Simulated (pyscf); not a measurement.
PySCF, gas phase, ωB97X-D3(BJ)/def2-SVP geometries.

What is the homolytic dissociation enthalpy (298 K, ωB97M-D3(BJ)/def2-TZVP) of the C–H bond of `[CH2]=[C]([CH3])[CH2][CH3]`, to •H₂C–C(=CH₂)–CH₂–CH₃ + H•?

C–H to •H₂C–C(=CH₂)–CH₂–CH₃ + H•: 3.81 eV. The 7 functionals that were run give +3.53 (r²SCAN) to +3.83 eV (M06-2X). The radicals are drawn with the spin at the cut bond; how far it spreads was not checked. Other isomers of •H₂C–C(=CH₂)–CH₂–CH₃ were not searched in full and may lie lower.
